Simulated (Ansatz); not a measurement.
# doublet MgH: levels of theory in one basis

```xyz
2

Mg    0.0000    0.0000   -0.9426
H     0.0000    0.0000    0.9426
```

Basis set: def2-SVP (spherical functions). Left uncorrelated: 1 orbital. Correlation on ROHF uses semicanonical orbitals with singles. Charge 0, multiplicity 2.

Computed with Ansatz (development build ahead of 0.2.0); each method stands on the lowest determinant of its kind that the runs found.

| method | E − E(ROHF) (eV) | <S²> of the determinant |
| --- | --- | --- |
| ROHF | 0.00 | – |
| UHF | -0.04 | 0.77 |
| ROHF-MP2 | -0.84 | – |
| UHF-MP2 | -0.85 | 0.77 |
| ROHF-CCSD(T) | -1.15 | – |
| UHF-CCSD(T) | -1.15 | 0.77 |
